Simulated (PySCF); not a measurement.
C₄H₁₀, charge +1, doublet, geometry from GFN2-xTB of the parent state (a state made from the parent by changing its charge; the spin is typed, not shown lowest); HF/6-31G (PySCF).

Here is a job for PySCF.
```python
from pyscf import gto, scf

mol = gto.M(
    atom='''
C     0.69972710    1.81214548   -0.01176203
C     0.70675440    0.28853896    0.00289920
C    -0.70675440   -0.28853896   -0.00289920
C    -0.69972710   -1.81214548    0.01176203
H     1.71545059    2.20096356   -0.00734751
H    -1.71545059   -2.20096356    0.00734751
H     0.18011936    2.19963272    0.86211672
H     0.19425279    2.18273075   -0.90112412
H    -0.19425279   -2.18273075    0.90112412
H    -0.18011936   -2.19963272   -0.86211672
H     1.24912394   -0.08031491   -0.87090544
H     1.23499164   -0.06341428    0.89219486
H    -1.23499164    0.06341428   -0.89219486
H    -1.24912394    0.08031491    0.87090544
''',
    basis='6-31g',
    charge=1,
    spin=1,
    verbose=4,
)

mf = scf.UHF(mol)
mf.kernel()
mf.analyze()
```

The log (banner, timings and long lists left out):

```
PySCF version 2.14.0

[INPUT] verbose = 4
[INPUT] num. atoms = 14
[INPUT] num. electrons = 33
[INPUT] charge = 1
[INPUT] spin (= nelec alpha-beta = 2S) = 1
[INPUT] symmetry False subgroup None
[INPUT] Mole.unit = angstrom
[INPUT] Symbol           X                Y                Z      unit          X                Y                Z       unit  Magmom
[INPUT]  1 C      0.699727100000   1.812145480000  -0.011762030000 AA    1.322292580936   3.424458655068  -0.022227015369 Bohr   0.0
[INPUT]  2 C      0.706754400000   0.288538960000   0.002899200000 AA    1.335572253331   0.545259610667   0.005478693980 Bohr   0.0
[INPUT]  3 C     -0.706754400000  -0.288538960000  -0.002899200000 AA   -1.335572253331  -0.545259610667  -0.005478693980 Bohr   0.0
[INPUT]  4 C     -0.699727100000  -1.812145480000   0.011762030000 AA   -1.322292580936  -3.424458655068   0.022227015369 Bohr   0.0
[INPUT]  5 H      1.715450590000   2.200963560000  -0.007347510000 AA    3.241731795324   4.159218338548  -0.013884781598 Bohr   0.0
[INPUT]  6 H     -1.715450590000  -2.200963560000   0.007347510000 AA   -3.241731795324  -4.159218338548   0.013884781598 Bohr   0.0
[INPUT]  7 H      0.180119360000   2.199632720000   0.862116720000 AA    0.340376260132   4.156703415432   1.629164488208 Bohr   0.0
[INPUT]  8 H      0.194252790000   2.182730750000  -0.901124120000 AA    0.367084572033   4.124763321166  -1.702877791040 Bohr   0.0
[INPUT]  9 H     -0.194252790000  -2.182730750000   0.901124120000 AA   -0.367084572033  -4.124763321166   1.702877791040 Bohr   0.0
[INPUT] 10 H     -0.180119360000  -2.199632720000  -0.862116720000 AA   -0.340376260132  -4.156703415432  -1.629164488208 Bohr   0.0
[INPUT] 11 H      1.249123940000  -0.080314910000  -0.870905440000 AA    2.360502142238  -0.151773183619  -1.645772761994 Bohr   0.0
[INPUT] 12 H      1.234991640000  -0.063414280000   0.892194860000 AA    2.333795965727  -0.119835621586   1.686003935145 Bohr   0.0
[INPUT] 13 H     -1.234991640000   0.063414280000  -0.892194860000 AA   -2.333795965727   0.119835621586  -1.686003935145 Bohr   0.0
[INPUT] 14 H     -1.249123940000   0.080314910000   0.870905440000 AA   -2.360502142238   0.151773183619   1.645772761994 Bohr   0.0

nuclear repulsion = 131.251156895084
number of shells = 40
number of NR pGTOs = 128
number of NR cGTOs = 56
basis = 6-31g
ecp = {}

******** <class 'pyscf.scf.uhf.UHF'> ********
method = UHF
initial guess = minao
damping factor = 0
level_shift factor = 0
DIIS = <class 'pyscf.scf.diis.CDIIS'>
diis_start_cycle = 1
diis_space = 8
diis_damp = 0
SCF conv_tol = 1e-09
SCF conv_tol_grad = None
SCF max_cycles = 50
direct_scf = True
direct_scf_tol = 1e-13
number electrons alpha = 17  beta = 16
Set gradient conv threshold to 3.16228e-05
init E= -157.790045379041

cycle= 1 E= -156.749631878773  delta_E= 1.04  |g|= 0.325  |ddm|= 1.97
cycle= 2 E= -156.819642596786  delta_E= -0.07  |g|= 0.14  |ddm|= 0.558
cycle= 3 E= -156.831825300788  delta_E= -0.0122  |g|= 0.0405  |ddm|= 0.133
cycle= 4 E= -156.834339643354  delta_E= -0.00251  |g|= 0.0168  |ddm|= 0.0869
cycle= 5 E= -156.835130793161  delta_E= -0.000791  |g|= 0.012  |ddm|= 0.0318
cycle= 6 E= -156.83571809953  delta_E= -0.000587  |g|= 0.00454  |ddm|= 0.0434
cycle= 7 E= -156.835817475626  delta_E= -9.94e-05  |g|= 0.00162  |ddm|= 0.0207
cycle= 8 E= -156.835830836999  delta_E= -1.34e-05  |g|= 0.00118  |ddm|= 0.00634
cycle= 9 E= -156.83584156363  delta_E= -1.07e-05  |g|= 0.000984  |ddm|= 0.00516
cycle= 10 E= -156.835858186278  delta_E= -1.66e-05  |g|= 0.000765  |ddm|= 0.0097
cycle= 11 E= -156.835873006832  delta_E= -1.48e-05  |g|= 0.00046  |ddm|= 0.0125
cycle= 12 E= -156.835880479777  delta_E= -7.47e-06  |g|= 0.000146  |ddm|= 0.0144
cycle= 13 E= -156.835880696501  delta_E= -2.17e-07  |g|= 6.62e-05  |ddm|= 0.00169
cycle= 14 E= -156.835880753396  delta_E= -5.69e-08  |g|= 2.61e-05  |ddm|= 0.00134
cycle= 15 E= -156.835880754371  delta_E= -9.74e-10  |g|= 1.25e-05  |ddm|= 7.83e-05
Extra cycle  E= -156.835880754601  delta_E= -2.3e-10  |g|= 7.64e-06  |ddm|= 1.94e-05
converged SCF energy = -156.835880754601  <S^2> = 0.76301251  2S+1 = 2.0129705
**** SCF Summaries ****
Total Energy =                        -156.835880754600680
Nuclear Repulsion Energy =             131.251156895083682
One-electron Energy =                 -461.883773292273531
Two-electron Energy =                  173.796735642589169
Two-electron Coulomb Energy =          197.750106903625579
DFT Exchange-Correlation Energy =      -23.953371261036409
**** MO energy ****
                             alpha | beta                alpha | beta
MO #1   energy= -11.50708626554    | -11.4975133594864  occ= 1 | 1
MO #2   energy= -11.5064514472627  | -11.497314713027   occ= 1 | 1
MO #3   energy= -11.44816875683    | -11.4442004578558  occ= 1 | 1
MO #4   energy= -11.4481682934302  | -11.4441919608992  occ= 1 | 1
MO #5   energy= -1.36598600639164  | -1.31108338207415  occ= 1 | 1
MO #6   energy= -1.24180465816134  | -1.20317437478403  occ= 1 | 1
MO #7   energy= -1.11791300664141  | -1.06739978004121  occ= 1 | 1
MO #8   energy= -1.04714389644075  | -1.01854245639929  occ= 1 | 1
MO #9   energy= -0.900986557691324 | -0.891268849172743 occ= 1 | 1
MO #10  energy= -0.849793239735429 | -0.800271171296469 occ= 1 | 1
MO #11  energy= -0.834331672903347 | -0.78684142811099  occ= 1 | 1
MO #12  energy= -0.805973405386562 | -0.768388750628854 occ= 1 | 1
MO #13  energy= -0.753387510146974 | -0.735565299449552 occ= 1 | 1
MO #14  energy= -0.731686992738699 | -0.720397198688965 occ= 1 | 1
MO #15  energy= -0.724297448571904 | -0.705745196428551 occ= 1 | 1
MO #16  energy= -0.717567002409717 | -0.697522420060489 occ= 1 | 1
MO #17  energy= -0.700145878140447 | -0.342322899852111 occ= 1 | 0
MO #18  energy= 0.024175004187315  | 0.0311717008713601 occ= 0 | 0
MO #19  energy= 0.0630045973486943 | 0.071524017272925  occ= 0 | 0
MO #20  energy= 0.0704525265934421 | 0.0741005798175494 occ= 0 | 0
MO #21  energy= 0.0869061989858366 | 0.0936772380353592 occ= 0 | 0
MO #22  energy= 0.113805312363163  | 0.125585027055565  occ= 0 | 0
MO #23  energy= 0.12631848235894   | 0.132347553146519  occ= 0 | 0
MO #24  energy= 0.130326549293645  | 0.140094776316111  occ= 0 | 0
MO #25  energy= 0.141884856262727  | 0.149749300188969  occ= 0 | 0

To work with the spin densities directly, `use mulliken_meta_spin()` only printing them here.

 ** Mulliken spin pop alpha/beta on meta-lowdin orthogonal AOs **
 ** Mulliken Spin Density (per AO)  **
spin_pop of  0 C 1s       -0.00000
spin_pop of  0 C 2s        0.00184
spin_pop of  0 C 3s        0.00021
spin_pop of  0 C 2px       0.01356
spin_pop of  0 C 2py       0.10761
spin_pop of  0 C 2pz       0.00696
spin_pop of  0 C 3px       0.00085
spin_pop of  0 C 3py       0.00077
spin_pop of  0 C 3pz       0.00007
spin_pop of  1 C 1s       -0.00000
spin_pop of  1 C 2s       -0.00075
spin_pop of  1 C 3s        0.00029
spin_pop of  1 C 2px       0.19909
spin_pop of  1 C 2py       0.12637
spin_pop of  1 C 2pz       0.01413
spin_pop of  1 C 3px       0.00138
spin_pop of  1 C 3py       0.00109
spin_pop of  1 C 3pz       0.00011
spin_pop of  2 C 1s       -0.00000
spin_pop of  2 C 2s       -0.00075
spin_pop of  2 C 3s        0.00029
spin_pop of  2 C 2px       0.19909
spin_pop of  2 C 2py       0.12637
spin_pop of  2 C 2pz       0.01413
spin_pop of  2 C 3px       0.00138
spin_pop of  2 C 3py       0.00109
spin_pop of  2 C 3pz       0.00011
spin_pop of  3 C 1s       -0.00000
spin_pop of  3 C 2s        0.00184
spin_pop of  3 C 3s        0.00021
spin_pop of  3 C 2px       0.01356
spin_pop of  3 C 2py       0.10761
spin_pop of  3 C 2pz       0.00696
spin_pop of  3 C 3px       0.00085
spin_pop of  3 C 3py       0.00077
spin_pop of  3 C 3pz       0.00007
spin_pop of  4 H 1s        0.06783
spin_pop of  4 H 2s        0.00120
spin_pop of  5 H 1s        0.06783
spin_pop of  5 H 2s        0.00120
spin_pop of  6 H 1s       -0.00751
spin_pop of  6 H 2s        0.00016
spin_pop of  7 H 1s       -0.00751
spin_pop of  7 H 2s        0.00016
spin_pop of  8 H 1s       -0.00751
spin_pop of  8 H 2s        0.00016
spin_pop of  9 H 1s       -0.00751
spin_pop of  9 H 2s        0.00016
spin_pop of  10 H 1s       -0.01425
spin_pop of  10 H 2s        0.00031
spin_pop of  11 H 1s       -0.01425
spin_pop of  11 H 2s        0.00031
spin_pop of  12 H 1s       -0.01425
spin_pop of  12 H 2s        0.00031
spin_pop of  13 H 1s       -0.01425
spin_pop of  13 H 2s        0.00031
 ** Mulliken Spin Density (per atom)  **
spin density of  0 C =      0.13186
spin density of  1 C =      0.34170
spin density of  2 C =      0.34170
spin density of  3 C =      0.13186
spin density of  4 H =      0.06903
spin density of  5 H =      0.06903
spin density of  6 H =     -0.00736
spin density of  7 H =     -0.00736
spin density of  8 H =     -0.00736
spin density of  9 H =     -0.00736
spin density of  10 H =     -0.01394
spin density of  11 H =     -0.01394
spin density of  12 H =     -0.01394
spin density of  13 H =     -0.01394
 ** Mulliken pop alpha/beta on meta-lowdin orthogonal AOs **
 ** Mulliken pop       alpha | beta **
In total            17.00000 | 16.00000
 ** Mulliken atomic charges   ( Nelec_alpha | Nelec_beta ) **
charge of  0C =     -0.25040  (     3.19113      3.05927 )
charge of  1C =     -0.05674  (     3.19922      2.85752 )
charge of  2C =     -0.05674  (     3.19922      2.85752 )
charge of  3C =     -0.25040  (     3.19113      3.05927 )
charge of  4H =      0.19582  (     0.43660      0.36758 )
charge of  5H =      0.19582  (     0.43660      0.36758 )
charge of  6H =      0.14532  (     0.42366      0.43102 )
charge of  7H =      0.14532  (     0.42366      0.43102 )
charge of  8H =      0.14532  (     0.42366      0.43102 )
charge of  9H =      0.14532  (     0.42366      0.43102 )
charge of  10H =      0.16034  (     0.41286      0.42680 )
charge of  11H =      0.16034  (     0.41286      0.42680 )
charge of  12H =      0.16034  (     0.41286      0.42680 )
charge of  13H =      0.16034  (     0.41286      0.42680 )

WARN: System has nonzero charge 1; the dipole moment is origin-dependent.
Location of origin: [0. 0. 0.]

Dipole moment(X, Y, Z, Debye): -0.00000, -0.00000, -0.00000
```
